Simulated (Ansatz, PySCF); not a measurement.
Species, as SMILES: C=CF.
Geometry (B3LYP-D3(BJ)/def2-TZVP, fixed):
```xyz
6

C      0.0048     0.4339    -0.0020
C      1.1838    -0.1536     0.0049
F     -1.1460    -0.2672    -0.0028
H     -0.1758     1.5010    -0.0077
H      1.2800    -1.2303     0.0104
H      2.0778     0.4520     0.0052
```

Near-linear dependence at PBE0/d-aug-cc-pVTZ with PySCF (spherical functions, density fitting): canonical orthogonalisation drops combinations whose overlap eigenvalue lies under the threshold. The set has 282 functions.

| threshold | orbitals kept | energy minus last row (mEh) |
|---|---|---|
| 1e-3 | [?] | [?] |
| 1e-4 | [?] | [?] |
| 1e-5 | [?] | [?] |
| 1e-6 | 281 | 0.001 |
| 1e-7 | 282 | 0.000 |
| 1e-9 | 282 | 0.000 |

Q: Fill in the missing entries.

A: 
- 1e-3, orbitals kept: 246
- 1e-3, energy minus last row (mEh): 21.858
- 1e-4, orbitals kept: 267
- 1e-4, energy minus last row (mEh): 0.093
- 1e-5, orbitals kept: 276
- 1e-5, energy minus last row (mEh): 0.022

The smallest overlap eigenvalue is 6.8e-07. Ansatz (a quantum-chemistry and plane-wave program) at its default drops 0 functions.
